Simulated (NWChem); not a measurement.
System: nitrogen (N2); SMILES N#N

```xyz
2

N      0.0000     0.0000     0.5447
N      0.0000     0.0000    -0.5447
```
Atoms are numbered in this order, from 1.

Geometry: optimised at PBE0-D3(BJ)/def2-TZVP.

Question: List the 4 lowest vertical singlet excitations from Hartree-Fock/6-31+G* (spherical d), CIS (NWChem).

Answer: 
| state | energy (eV) | oscillator strength | leading excitation (squared amplitude) |
|---|---|---|---|
| S1 | 8.70 | 0.000 | HOMO−1 → LUMO (0.37) |
| S2 | 9.26 | 0.000 | HOMO−1 → LUMO (0.38) |
| S3 | 9.26 | 0.000 | HOMO−1 → LUMO+1 (0.38) |
| S4 | 10.13 | 0.000 | HOMO−2 → LUMO+1 (0.52) |
